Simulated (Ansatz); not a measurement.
**Multireference treatment of H2S, singlet**

Calculated in Ansatz's Gaussian-basis code. Basis cc-pVDZ, nonrelativistic, 5 orbitals frozen in the corrections. State-specific CASSCF; RHF is the lowest restricted (open-shell) Hartree–Fock solution met. No symmetry is imposed, so a solution can break that of the shape. The lowest solution met needn't be the lowest there is, nor hold the orbitals that a chemist would pick.

Geometry:

```xyz
3

S     0.0000    0.0000   -0.0957
H     0.0000    0.8938    0.7656
H     0.0000   -0.8938    0.7656
```

(1) What do CASSCF and its corrections give against RHF in CAS(8,6), and what are the occupations?

Results:

(1) CASSCF -0.837 eV, SC-NEVPT2 -3.782 eV; occupations 2.00, 2.00, 1.98, 1.98, 0.03, 0.02.
